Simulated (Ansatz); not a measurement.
Molecular dynamics of CH4BCl

The input (input.yaml):

```yaml
crystal:
  periodic: [false, false, false]
  atoms:
    - { symbol: B, position_ang: [-0.006619, 9.8e-05, -0.0308] }
    - { symbol: H, position_ang: [0.039544, -0.01251, 1.182112] }
    - { symbol: Cl, position_ang: [1.564363, 0.005276, -0.853573] }
    - { symbol: C, position_ang: [-1.344292, 0.006656, -0.828185] }
    - { symbol: H, position_ang: [-1.928579, -0.900381, -0.548412] }
    - { symbol: H, position_ang: [-1.976558, 0.85777, -0.487682] }
    - { symbol: H, position_ang: [-1.242158, 0.043092, -1.92916] }
basis:
  gaussian: { orbitals: cc-pVDZ }
hamiltonian:
  xc: pbe
md:
  timestep: 0.5
  n_steps: 166
  ensemble: nve
  temperature: 300.0
  initial_velocities: maxwell_boltzmann
  seed: 354576
```

Run as:

```bash
$ ansatz run input.yaml --threads 1 --pin off --max-ram 2048MiB --backend cpu --events-out ev --progress --plain --runs-dir out
```

It starts from a relaxed structure.

Output, in part (one step line in 6, the closing report, with atoms numbered from 0):

```
md step     0: t =     0.00 fs  T =   300.0 K  F+E_penalty+E_count = -14294.36501301 eV  E_kin = 0.193890 eV  conserved = -14294.17112301 eV  (24 SCF iters)
md step     6: t =     3.00 fs  T =    85.9 K  F+E_penalty+E_count = -14294.22438390 eV  E_kin = 0.055534 eV  conserved = -14294.16885037 eV  (30 SCF iters)
md step    12: t =     6.00 fs  T =   209.0 K  F+E_penalty+E_count = -14294.30584393 eV  E_kin = 0.135057 eV  conserved = -14294.17078718 eV  (29 SCF iters)
md step    18: t =     9.00 fs  T =    51.8 K  F+E_penalty+E_count = -14294.20239811 eV  E_kin = 0.033486 eV  conserved = -14294.16891197 eV  (29 SCF iters)
md step    24: t =    12.00 fs  T =   189.7 K  F+E_penalty+E_count = -14294.29308264 eV  E_kin = 0.122635 eV  conserved = -14294.17044786 eV  (28 SCF iters)
md step    30: t =    15.00 fs  T =   132.9 K  F+E_penalty+E_count = -14294.25541458 eV  E_kin = 0.085901 eV  conserved = -14294.16951311 eV  (30 SCF iters)
md step    36: t =    18.00 fs  T =   184.6 K  F+E_penalty+E_count = -14294.28941630 eV  E_kin = 0.119293 eV  conserved = -14294.17012335 eV  (29 SCF iters)
md step    42: t =    21.00 fs  T =   200.6 K  F+E_penalty+E_count = -14294.29990066 eV  E_kin = 0.129631 eV  conserved = -14294.17026970 eV  (29 SCF iters)
md step    48: t =    24.00 fs  T =   112.1 K  F+E_penalty+E_count = -14294.24178377 eV  E_kin = 0.072450 eV  conserved = -14294.16933423 eV  (28 SCF iters)
md step    54: t =    27.00 fs  T =   171.7 K  F+E_penalty+E_count = -14294.28134083 eV  E_kin = 0.110965 eV  conserved = -14294.17037591 eV  (30 SCF iters)
md step    60: t =    30.00 fs  T =    49.2 K  F+E_penalty+E_count = -14294.20078729 eV  E_kin = 0.031775 eV  conserved = -14294.16901257 eV  (30 SCF iters)
md step    66: t =    33.00 fs  T =   238.7 K  F+E_penalty+E_count = -14294.32532124 eV  E_kin = 0.154294 eV  conserved = -14294.17102682 eV  (30 SCF iters)
md step    72: t =    36.00 fs  T =    95.9 K  F+E_penalty+E_count = -14294.23076578 eV  E_kin = 0.061959 eV  conserved = -14294.16880654 eV  (29 SCF iters)
md step    78: t =    39.00 fs  T =   266.5 K  F+E_penalty+E_count = -14294.34313637 eV  E_kin = 0.172224 eV  conserved = -14294.17091200 eV  (29 SCF iters)
md step    84: t =    42.00 fs  T =    56.8 K  F+E_penalty+E_count = -14294.20535887 eV  E_kin = 0.036689 eV  conserved = -14294.16866945 eV  (21 SCF iters)
md step    90: t =    45.00 fs  T =   195.3 K  F+E_penalty+E_count = -14294.29689473 eV  E_kin = 0.126192 eV  conserved = -14294.17070305 eV  (30 SCF iters)
md step    96: t =    48.00 fs  T =    68.5 K  F+E_penalty+E_count = -14294.21342277 eV  E_kin = 0.044261 eV  conserved = -14294.16916172 eV  (30 SCF iters)
md step   102: t =    51.00 fs  T =   193.2 K  F+E_penalty+E_count = -14294.29539436 eV  E_kin = 0.124841 eV  conserved = -14294.17055378 eV  (30 SCF iters)
md step   108: t =    54.00 fs  T =   145.0 K  F+E_penalty+E_count = -14294.26347200 eV  E_kin = 0.093744 eV  conserved = -14294.16972815 eV  (27 SCF iters)
md step   114: t =    57.00 fs  T =   167.5 K  F+E_penalty+E_count = -14294.27804154 eV  E_kin = 0.108258 eV  conserved = -14294.16978357 eV  (29 SCF iters)
md step   120: t =    60.00 fs  T =   203.4 K  F+E_penalty+E_count = -14294.30170326 eV  E_kin = 0.131457 eV  conserved = -14294.17024622 eV  (30 SCF iters)
md step   126: t =    63.00 fs  T =    96.4 K  F+E_penalty+E_count = -14294.23158929 eV  E_kin = 0.062287 eV  conserved = -14294.16930248 eV  (30 SCF iters)
md step   132: t =    66.00 fs  T =   174.9 K  F+E_penalty+E_count = -14294.28372138 eV  E_kin = 0.113046 eV  conserved = -14294.17067500 eV  (29 SCF iters)
md step   138: t =    69.00 fs  T =    36.4 K  F+E_penalty+E_count = -14294.19233345 eV  E_kin = 0.023517 eV  conserved = -14294.16881672 eV  (30 SCF iters)
md step   144: t =    72.00 fs  T =   253.2 K  F+E_penalty+E_count = -14294.33460296 eV  E_kin = 0.163622 eV  conserved = -14294.17098099 eV  (29 SCF iters)
md step   150: t =    75.00 fs  T =    95.2 K  F+E_penalty+E_count = -14294.23020548 eV  E_kin = 0.061500 eV  conserved = -14294.16870593 eV  (30 SCF iters)
md step   156: t =    78.00 fs  T =   240.2 K  F+E_penalty+E_count = -14294.32608318 eV  E_kin = 0.155245 eV  conserved = -14294.17083774 eV  (29 SCF iters)
md step   162: t =    81.00 fs  T =    53.6 K  F+E_penalty+E_count = -14294.20354279 eV  E_kin = 0.034641 eV  conserved = -14294.16890211 eV  (22 SCF iters)
md step   166: t =    83.00 fs  T =   194.9 K  F+E_penalty+E_count = -14294.29674819 eV  E_kin = 0.125969 eV  conserved = -14294.17077880 eV  (26 SCF iters)
Total energy: -14294.29677656 eV, -525.3057175164 hartree
Atom 0 at    -0.010600     0.032356    -0.010022 Å, force     0.334656     0.947615     0.557246 eV/Å
Atom 1 at     0.069484     0.215853     1.218790 Å, force    -0.116528    -0.377983    -0.613926 eV/Å
Atom 2 at     1.552734    -0.009116    -0.857747 Å, force     0.020579    -0.180501     0.062867 eV/Å
Atom 3 at    -1.324109     0.021550    -0.830385 Å, force    -0.106334    -0.361411     0.028271 eV/Å
Atom 4 at    -1.611871    -1.057233    -0.794964 Å, force    -0.204578    -0.122481    -0.026530 eV/Å
Atom 5 at    -2.169810     0.565244    -0.345308 Å, force     0.237279    -0.046368    -0.261544 eV/Å
Atom 6 at    -1.184377     0.246855    -1.911487 Å, force    -0.165074     0.141130     0.253616 eV/Å
Dipole moment:    -0.296986    -0.052176    -0.021111 e Å
```

All steps were run. The conserved energy stayed within 0.36 meV per atom of its start (net change 0.049 meV per atom), so the integration is sound. Over the second half the temperature averaged 0.48 of the 300 K drawn at the start: a run that starts near a minimum puts about half its kinetic energy into the potential. A run of 0.083 ps of so small a system gives no equilibrium averages.

The same pairs are bonded in the first frame and the last. Pairs count as bonded within 1.25 times the sum of covalent radii (0.12 Å more for H–H).

Last frame:

```xyz
7
Properties=species:S:1:pos:R:3
B -0.011 0.032 -0.010
H 0.070 0.216 1.219
Cl 1.553 -0.009 -0.858
C -1.324 0.022 -0.830
H -1.612 -1.057 -0.795
H -2.170 0.565 -0.345
H -1.184 0.247 -1.911
```

Time of the run: 4 min on 1 thread of Arm Neoverse V1 (shared host), peak memory 0.11 GiB.
